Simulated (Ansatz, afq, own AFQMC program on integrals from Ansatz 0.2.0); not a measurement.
AlH3⁺, doublet: AFQMC among the cluster methods

```xyz
4

Al    0.0000    0.0744   -0.0956
H     0.0000   -1.3724   -0.7540
H     0.4207   -0.3098    1.6570
H    -0.4207   -0.3098    1.6570
```

Basis cc-pVDZ. Only valence electrons are correlated. Integrals, coupled cluster, full CI and functionals: Ansatz 0.2.0; the random walks run on the same integrals in our own AFQMC program. The CISD trial takes its coefficients from CCSD amplitudes. Released means that phaseless walkers are propagated on without the constraint, phases kept. Free projection: walkers drawn from exp(T), propagated without any constraint. Its projection time is finite, and what remains of the start isn't in its error. Uncertainties: one standard error, sampling alone.

Determinant: UHF, the one that the program's search chose, which needn't be the lowest solution. The geometry is a PBE0/def2-TZVP stationary point of this or a neighbouring charge and spin state.

Full CI on the same integrals is exact in this basis and with this determinant's frozen core.

The T1 diagnostic is 0.0155. The weight of the determinant in the CISD state is 0.945 and the ⟨S²⟩ of the determinant is 0.759. The size of the correlated space is 5 electrons in 28 orbitals.

```json
{"level": "MP2", "correlation energy (eV)": "-1.6061"}
{"level": "CCSD", "correlation energy (eV)": "-2.1678"}
{"level": "CCSD(T)", "correlation energy (eV)": "-2.1909"}
```

(1) Estimate where AFQMC with the constraint released lies against CCSD(T) on the same integrals.

(1) 0.9 ± 0.05 kJ/mol below CCSD(T).

Reference: full CI, correlation energy -2.200 eV. The released energy is read at 2.40 1/Eh (meV from the phaseless value at times in 1/Eh: -0.8 ± 0.6 at 0.24, -1.8 ± 1.0 at 0.51, -1.8 ± 0.4 at 0.99, -2.6 ± 0.4 at 1.62, -2.9 ± 0.5 at 2.40).

```json
{"level": "CCSD(T)", "E − E(reference) (kJ/mol)": "0.9", "share of correlation (%)": "99.57"}
{"level": "CCSDT", "E − E(reference) (kJ/mol)": "0.0", "share of correlation (%)": "99.99"}
{"level": "CCSDT(Q)", "E − E(reference) (kJ/mol)": "0.0", "share of correlation (%)": "100.00"}
{"level": "CCSDTQ", "E − E(reference) (kJ/mol)": "0.0", "share of correlation (%)": "100.00"}
{"level": "ph-AFQMC/HF", "E − E(reference) (kJ/mol)": "0.0 ± 1.3", "share of correlation (%)": "99.98"}
{"level": "ph-AFQMC/CISD", "E − E(reference) (kJ/mol)": "0.3 ± 0.05", "share of correlation (%)": "99.87"}
{"level": "released AFQMC", "E − E(reference) (kJ/mol)": "0.0 ± 0.05", "share of correlation (%)": "100.00"}
{"level": "free AFQMC", "E − E(reference) (kJ/mol)": "0.0 ± 0.04", "share of correlation (%)": "100.00"}
```

CCSDT and higher add their correlation energy to the determinant of the CCSD(T) run, since their own runs factorise the integrals more tightly (a shift of under 2 meV). Free projections are given only where their last times agree within the noise and don't stop above the reference; a slow remainder of the start can still hide under it. A walk keeps the symmetry of its determinant, which the program's search chose and which needn't be the lowest solution, so a lower state of the same spin and another symmetry isn't excluded. Released energies are given only where the last usable release times agree within the noise; a slower fall can still hide under it.
